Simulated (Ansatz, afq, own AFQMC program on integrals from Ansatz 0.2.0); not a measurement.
Integrals from Ansatz 0.2.0, then the random walk in our own AFQMC program (afq).

```yaml
crystal:
  periodic: [false, false, false]
  atoms:
    - {symbol: Ge, position_ang: [0.000000, 0.018149, 1.432434]}
    - {symbol: Ge, position_ang: [0.000000, -0.039371, -1.477998]}
    - {symbol: H, position_ang: [0.000000, 1.224264, 2.403001]}
    - {symbol: H, position_ang: [0.000000, -1.250277, 2.319810]}
    - {symbol: H, position_ang: [0.000000, 1.555491, -1.439097]}
basis:
  gaussian: {orbitals: cc-pVDZ}
magnetization: {spin_polarized: true, initial_magnetization: 1}
correlation: {method: ccsd_t, electrons: outside_noble_gas, hamiltonian_folder: ham}
```

```sh
$ ansatz run in.yaml --threads 1 --pin off --events-out ev --progress --plain --max-ram 1382MiB
```

afq runs on the folder ham with

```
--method phaseless --trial cisd --walkers 60 --populations 1 --least-time 40 --time-step 0.005 --steps-per-block 50 --equilibration-blocks 28 --max-blocks 300 --target-error 0.0004 --factor-cut 1e-05 --start spin_pure --seed 2988 --release-times 0.24,0.51,0.99,1.62,2.4 --release-step 0.03 --release-every 4 --taylor-order 6
```

Times are imaginary, in 1/Eh. The walk had a cap of 1706 s. Filled inner d shells are frozen with the cores.

```
orbitals 41  electrons 6 5  factors 331 of 785
reference energy -4152.33409343 Eh
CCSD correlation -0.20480574 Eh in 15 cycles, weight of the determinant in the CISD state 0.8051
energy of the start -4152.535893 Eh
 block  time / (1/Eh)  mean weight  energy / Eh
     1     0.250  0.9985  -4152.533721
     2     0.500  0.9985  -4152.535329
     3     0.750  0.9994  -4152.537652
     4     1.000  0.9992  -4152.538794
     5     1.250  0.9988  -4152.539393
     7     1.750  1.0024  -4152.544260
     9     2.250  0.9994  -4152.548616
    17     4.250  1.0004  -4152.548415
    33     8.250  1.0002  -4152.547146
    49    12.250  1.0031  -4152.551013
    65    16.250  0.9996  -4152.546283
    81    20.250  1.0001  -4152.551173
    97    24.250  0.9965  -4152.556163
   113    28.250  1.0007  -4152.554229
   129    32.250  0.9987  -4152.551008
   145    36.250  1.0000  -4152.547696
   161    40.250  1.0004  -4152.545525
   177    44.250  1.0003  -4152.556358
   193    48.250  0.9991  -4152.545979
   209    52.250  1.0003  -4152.553828
   225    56.250  1.0002  -4152.552650
   241    60.250  1.0008  -4152.550144
   257    64.250  1.0007  -4152.550116
   273    68.250  1.0007  -4152.552472
   289    72.250  1.0000  -4152.543672
   297    74.250  1.0012  -4152.540590
   305    76.250  0.9996  -4152.549084
   321    80.250  0.9985  -4152.551914
blocks merged  error / Eh  count
     1  0.000256  300
     2  0.000333  150
     4  0.000430  75
     8  0.000526  37
    16  0.000605  18
    32  0.000634  9
released: time / (1/Eh)  energy / Eh  error  mean overlap
  0.24  -4152.548066  0.000557  1.0153
  0.51  -4152.548358  0.000488  1.0143
  0.99  -4152.549131  0.000541  1.0039
  1.62  -4152.548638  0.000805  1.0198
  2.40  -4152.548363  0.000674  1.0139
energy -4152.548338 +/- 0.000605 Eh
(rows thinned)
```

(1) Estimate how long the walk took on 1 thread of Intel(R) Xeon(R) 6975P-C (Granite Rapids), on a shared host.

The run passed its tests (sampling time, drift between the halves within three errors, error under three times the target), which doesn't prove that it has relaxed.

Against this walk (error 16.5 meV) on the same determinant: CCSD(T) 51.3 meV higher. The error is statistical and leaves out the bias of the constraint. None of these is a sure reference here. Released to 2.40 1/Eh the energy moves by -1 ± 25 meV (both errors), within twice the noise.

Cautions: constraint bias not in the error; error above the target (16.5 against 10.9 meV); no relativity below Rb; no spin-orbit coupling; inner d shell frozen; higher spins were not checked; strong correlation (T1 0.053, weight of the determinant 0.81, largest double 0.11); unrestricted determinant slightly spin contaminated (⟨S²⟩ 0.82 against 0.75); the bias of populations of 60 walkers isn't removed.

Answers

(1) 8 min of wall time.

A walk keeps the symmetry of its determinant, which the program's search chose and which needn't be the lowest solution, so a lower state of the same spin and another symmetry isn't excluded.
